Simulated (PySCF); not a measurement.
Molecule: SMILES FC(F)C(F)F, C$_{2}$H$_{2}$F$_{4}$.

Bonds (- single, = double, # triple, : aromatic): F1-C2 1.346 Å, C2-F3 1.339 Å, C2-C4 1.523 Å, C4-F5 1.339 Å, C4-F6 1.346 Å. C2 carries H7; C4 carries H8.

Geometry PBE0-D3(BJ)/def2-SVP throughout; GIAO in PySCF 2.14, gas phase, one conformer, non-relativistic; equivalent atoms averaged; basis pcSseg-2.

For orientation, LC-wPBE gives these shifts δ (against CFCl3, TMS at the same level): F1/F3/F5/F6 -134.6, C2/C4 119.5, H7/H8 5.64 ppm.

A run gave: F1/F3/F5/F6 -165.3, C2/C4 118.6, H7/H8 5.83 ppm (shifts δ (against CFCl3, TMS at the same level)).

Which functional was used in that run?
A. BHandHLYP
B. B97-2
C. CAM-B3LYP
D. PBE0
E. B97-D

Answers

E. F1/F3/F5/F6 tells them apart best: B97-D gives -165.3, BHandHLYP gives -141.1, B97-2 gives -153.7, PBE0 gives -155.1, CAM-B3LYP gives -145.8 ppm.
